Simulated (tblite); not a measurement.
Compound: C3H4NO2 (doublet state).
SMILES with atom numbers: `[CH3:1][C:2](=[O:3])[O:4][CH:5]=[N:6]` (hydrogens: H7, H8, H9 on C1; H10 on C5)

The geometry is computed with GFN2-xTB (gas phase). This method treats the open shell by occupation alone, without spin polarisation.

Question: What internal coordinates does the optimisation give?

Answer: 
| bond | length (Å) |
| --- | --- |
| C1–C2 | 1.501 |
| C2=O3 | 1.197 |
| C2–O4 | 1.349 |
| O4–C5 | 1.386 |
| C5=N6 | 1.220 |
| C1–H7, C1–H8, C1–H9 | 1.087 |
| C5–H10 | 1.097 |

Bonds in one row agree within 0.01 Å and their mean is given. A selection of angles:
| angle | degrees |
| --- | --- |
| C2–C1–H7 | 109.4 |
| H7–C1–H8 | 110.3 |
| H7–C1–H9 | 108.2 |
| C1–C2–O3 | 126.5 |
| C1–C2–O4 | 111.2 |
| O3–C2–O4 | 122.3 |
| C2–O4–C5 | 113.6 |
| O4–C5–N6 | 126.9 |
| O4–C5–H10 | 108.3 |
| N6–C5–H10 | 124.8 |

Dihedral angles: C1–C2–O4–C5 180° (antiperiplanar); C2–O4–C5–N6 0° (synperiplanar).

O4 (oxygen bonded to 2 C) is bent (angle 113.6°). C2 (carbon bonded to C and 2 O) is planar (angles 126.5°, 122.3° and 111.2°, sum 360.0°, 0.00 Å off the plane of its three neighbours). C5 (carbon bonded to N, O and H) is planar (angles 126.9°, 124.8° and 108.3°, sum 360.0°, 0.00 Å off the plane of its three neighbours). The C–O distances run from 1.197 Å (C2=O3, drawn double) to 1.386 Å (O4–C5, drawn single), a spread of 0.189 Å. The 6 heavy atoms lie in one plane (0.001 Å rms). Of the pairs four or more bonds apart, O3···N6 is among the closest relative to their van der Waals radii: 2.35 Å, 77 % of the sum of Bondi's values.

Point group: Cs (every atom within 0.08 Å of its image). Its GFN2-xTB frequencies are all real (lowest 17 cm⁻¹).

One conformer stands for the species.
